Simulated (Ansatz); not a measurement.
# CH6AlN: single points off equilibrium

A test off equilibrium: a displaced guess of a reacting structure is computed at several levels, and each is set against CCSD(T).

Computed with Ansatz 0.2.0, Gaussian basis. Level: single points in def2-TZVPP.

Cores are frozen in the correlated methods.

### 1 Starting geometry

9 atoms, charge 0, spin multiplicity 1.

Atoms are counted from 1 here; the program's logs count them from 0.

Bond lengths: Al1–N3 1.931 Å, Al1–H6 1.398 Å, N3–C4 1.261 Å, N3–H5 1.246 Å, C4–H7 1.132 Å, C4–H8 1.016 Å, C4–H9 1.193 Å. Angles: N3–Al1–H6 162.6°, Al1–N3–C4 154.1°, Al1–N3–H5 76.1°, C4–N3–H5 129.8°, N3–C4–H7 115.6°, N3–C4–H8 106.7°, N3–C4–H9 111.5°, H7–C4–H8 112.0°, H7–C4–H9 98.3°, H8–C4–H9 112.7°.

Geometry (Å):

```xyz
9
charge 0, multiplicity 1
Al   -1.2478   -1.0119    0.7635
H    -1.5946   -0.7271   -1.4125
N     0.1210    0.0999   -0.0235
C     1.1407    0.8412    0.0139
H    -0.5821   -0.2413   -0.9944
H    -1.9018   -1.9808    1.5308
H     0.9466    1.9475   -0.1241
H     1.7911    0.4792   -0.6770
H     1.6108    0.8849    1.1098
```

### 2 CCSD(T)/def2-TZVPP

The input, run/in.yaml:

```yaml
crystal:
  periodic: [false, false, false]
  atoms:
    - {symbol: Al, position_ang: [-1.247800, -1.011900, 0.763500]}
    - {symbol: H, position_ang: [-1.594600, -0.727100, -1.412500]}
    - {symbol: N, position_ang: [0.121000, 0.099900, -0.023500]}
    - {symbol: C, position_ang: [1.140700, 0.841200, 0.013900]}
    - {symbol: H, position_ang: [-0.582100, -0.241300, -0.994400]}
    - {symbol: H, position_ang: [-1.901800, -1.980800, 1.530800]}
    - {symbol: H, position_ang: [0.946600, 1.947500, -0.124100]}
    - {symbol: H, position_ang: [1.791100, 0.479200, -0.677000]}
    - {symbol: H, position_ang: [1.610800, 0.884900, 1.109800]}
basis:
  gaussian: {orbitals: def2-TZVPP}
correlation: {method: ccsd_t}
output: {forces: true}
```

The command line of these runs was not kept.

### 3 PBE0-D4/def2-TZVPP

Changes to run/in.yaml since step 2:

```diff
@@ -14,3 +14,3 @@
   gaussian: {orbitals: def2-TZVPP}
-correlation: {method: ccsd_t}
-output: {forces: true}
+hamiltonian: {xc: pbe0, dispersion: d4}
+output: {forces: true, orbitals: {seedname: orbitals}}
```

### 4 wB97M-V/def2-TZVPP

Changes to run/in.yaml since step 3:

```diff
@@ -14,3 +14,3 @@
   gaussian: {orbitals: def2-TZVPP}
-hamiltonian: {xc: pbe0, dispersion: d4}
-output: {forces: true, orbitals: {seedname: orbitals}}
+hamiltonian: {xc: {name: wB97M-V}}
+output: {forces: true}
```

### 5 r2SCAN-D4/def2-TZVPP

Changes to run/in.yaml since step 4:

```diff
@@ -14,3 +14,3 @@
   gaussian: {orbitals: def2-TZVPP}
-hamiltonian: {xc: {name: wB97M-V}}
+hamiltonian: {xc: r2scan, dispersion: d4}
 output: {forces: true}
```

### 6 PBE-D4/def2-TZVPP

Changes to run/in.yaml since step 5:

```diff
@@ -14,3 +14,3 @@
   gaussian: {orbitals: def2-TZVPP}
-hamiltonian: {xc: r2scan, dispersion: d4}
+hamiltonian: {xc: pbe, dispersion: d4}
 output: {forces: true}
```

### 7 BLYP-D4/def2-TZVPP

Changes to run/in.yaml since step 6:

```diff
@@ -14,3 +14,3 @@
   gaussian: {orbitals: def2-TZVPP}
-hamiltonian: {xc: pbe, dispersion: d4}
+hamiltonian: {xc: {name: BLYP}, dispersion: d4}
 output: {forces: true}
```

### 8 r2SCANh-D4/def2-TZVPP

Changes to run/in.yaml since step 7:

```diff
@@ -14,3 +14,3 @@
   gaussian: {orbitals: def2-TZVPP}
-hamiltonian: {xc: {name: BLYP}, dispersion: d4}
+hamiltonian: {xc: {name: r2SCANh}, dispersion: d4}
 output: {forces: true}
```

(Steps that only read results are left out.)

**Question.** What will these runs give? Wanted: energy less free atoms, CCSD(T)/def2-TZVPP; RMS force component; RMS force error; HOMO and LUMO, PBE0-D4; T1 diagnostic.

**Answer**, as computed:

```
                                  quantity                                                                                              value
energy less free atoms, CCSD(T)/def2-TZVPP                                                                                         -24.868 eV
                       RMS force component                                                               3.476 to 3.832 eV/Å over the methods
                           RMS force error  PBE0-D4 0.267, wB97M-V 0.113, r2SCAN-D4 0.339, PBE-D4 0.430, BLYP-D4 0.414, r2SCANh-D4 0.292 eV/Å
                    HOMO and LUMO, PBE0-D4                                                                                 -5.89 and -1.68 eV
                             T1 diagnostic                                                                                              0.023
```

**Reading.** Against CCSD(T) the functionals' energies less atoms differ by -1.570 to -0.720 eV, PBE-D4 by -1.570 eV. The reference is not at the basis limit: in triple zeta CCSD(T) underbinds, which counts against methods that bind more; the gaps are no ranking. For forces wB97M-V does best and PBE-D4 worst. Frozen-core CCSD(T) forces in triple zeta carry basis errors of their own, and this is one geometry, so small gaps rank nothing.
